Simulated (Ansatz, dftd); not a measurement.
Reaction: CH3S- (SMILES C[S-]) → CH3S- (SMILES [CH2-]S)
Each species at its own B3LYP-D3(BJ)/def2-TZVP minimum (Ansatz, an electronic-structure program).

Quantity: isomerisation energy (electronic), in kJ/mol. Open shells are spin-unrestricted; no spin-orbit coupling. Cores are frozen in correlated methods. Rows without X2C or -DK are non-relativistic. CBS(X,Y): correlation extrapolated as X^-3, Hartree-Fock from the larger set. A bracket is a step between two methods taken in the basis named. The functionals are non-relativistic, so their misses hold any scalar relativity. Double hybrids freeze cores in their MP2 part. 'core' is core correlation in cc-pwCVTZ (1s frozen past Ne), 'X2C' scalar relativity in cc-pVTZ-DK, both at CCSD(T). def2-TZVPD holds few diffuse functions, which lowers the functionals' binding of the extra electron.

```tsv
level	program	isomerisation energy (kJ/mol)	difference against the last row
r2SCAN/def2-TZVPD	Ansatz	164.4	-4.8
CAM-B3LYP-D3(BJ)/def2-TZVPD	Ansatz + dftd3	172.9	3.7
CAM-B3LYP-D4/def2-TZVPD	Ansatz + dftd4	172.8	3.6
B2PLYP-D3(BJ)/def2-TZVPD	Ansatz + dftd3	171.7	2.5
B2GP-PLYP-D3(BJ)/def2-TZVPD	Ansatz + dftd3	174.2	5.0
CCSD/aug-cc-pV(T+d)Z	Ansatz	173.7	4.5
CCSD(T)/aug-cc-pV(Q+d)Z	Ansatz	169.4	0.2
CCSDT(Q)/aug-cc-pV(D+d)Z	Ansatz	170.4	1.2
CCSD(T)/CBS(aug-cc-pV(T+d)Z,aug-cc-pV(Q+d)Z) + [CCSDT(Q) - CCSD(T)]/aug-cc-pV(D+d)Z + core + X2C	Ansatz	169.2	0.0
```
